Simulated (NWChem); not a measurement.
Species: N2 cation, doublet

```xyz
2

N      0.0000     0.0000    -0.5585
N      0.0000     0.0000     0.5585
```
Atoms are numbered in this order, from 1.

Program: NWChem. Spin-unrestricted. Coordinates come from a B3LYP/6-31G* (spherical d), spin-unrestricted optimisation. No stability test was run on the SCF state. Fermi-contact couplings, non-relativistic, static geometry.

For level TPSSh/pcJ-1:

| Property | Result |
|---|---|
| A(iso) 14N atom 2 (MHz) | 89.2 |

**Question.** Estimate the same quantities for level CAM-B3LYP/IGLO-II.

**Answer.** The A(iso) 14N atom 2 (MHz) is 79.9.
